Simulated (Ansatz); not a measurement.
Two members of one family (B2H6-nXn), computed with Ansatz in the gas phase. Binding counts from free atoms in the multiplicity of their measured ground term, without zero-point energy. A dash marks a value that wasn't run or was left out as unsound. The structures are stationary points that may keep the symmetry of their start. Remarks come from the PBE and PBE0 runs and from stability tests at other levels; not every state was tested. HOMO above LUMO (over both spins in singlets and doublets, within one spin in higher multiplets; at PBE or PBE0), or a gap under 0.15 eV within one spin, warns that the state may not be the lowest or that an electron is smeared out.

First: B2H6 (singlet, charge 0, PBE-D4/def2-TZVP geometry).

```xyz
8

B    -0.138   -0.538   -0.680
H    -1.193   -1.095   -0.777
H     0.736   -0.699   -1.482
H    -0.349    0.756   -0.529
B     0.137    0.538    0.680
H     1.194    1.095    0.778
H    -0.736    0.699    1.482
H     0.349   -0.756    0.529
```

```tsv
level	HOMO (eV)	LUMO (eV)	gap (eV)	vertical triplet (eV)	binding per atom (eV)
PBE-D4/def2-SVP	-7.71	-1.94	5.77	–	3.31
PBE-D4/def2-TZVP	-7.81	-2.00	5.81	5.60	3.30
r2SCAN-D4/def2-TZVP	-8.13	-1.63	6.50	5.79	3.32
HSE06-D4/def2-TZVP	-8.80	-1.36	7.45	–	3.30
BHLYP-D4/def2-TZVP	-10.61	0.13	10.74	–	3.28
```

Second: diborane mono Cl (singlet, charge 0, PBE-D4/def2-TZVP geometry).

| atom | x (Å) | y (Å) | z (Å) |
| --- | --- | --- | --- |
| B1 | 0.260 | 0.721 | 0.345 |
| Cl2 | 1.994 | 1.100 | 0.290 |
| H3 | -0.480 | 1.499 | 0.871 |
| H4 | -0.221 | 0.422 | -0.874 |
| B5 | -0.385 | -0.764 | -0.350 |
| H6 | -1.566 | -0.939 | -0.267 |
| H7 | 0.361 | -1.537 | -0.874 |
| H8 | 0.038 | -0.502 | 0.858 |

**Question.** What does the change do? Estimate second minus first.

**Answer.** 
| level | Δ HOMO (eV) | Δ LUMO (eV) | Δ gap (eV) | Δ vertical triplet (eV) | Δ binding per atom (eV) |
| --- | --- | --- | --- | --- | --- |
| PBE-D4/def2-SVP | 0.44 | -0.03 | -0.47 | – | 0.09 |
| PBE-D4/def2-TZVP | 0.34 | -0.12 | -0.47 | 0.06 | 0.07 |
| r2SCAN-D4/def2-TZVP | 0.34 | -0.18 | -0.52 | 0.07 | 0.06 |
| HSE06-D4/def2-TZVP | 0.36 | -0.17 | -0.53 | – | 0.06 |
| BHLYP-D4/def2-TZVP | 0.50 | -0.16 | -0.66 | – | 0.01 |

Remarks: gap within one spin near zero at PBE or PBE0 (triplet).
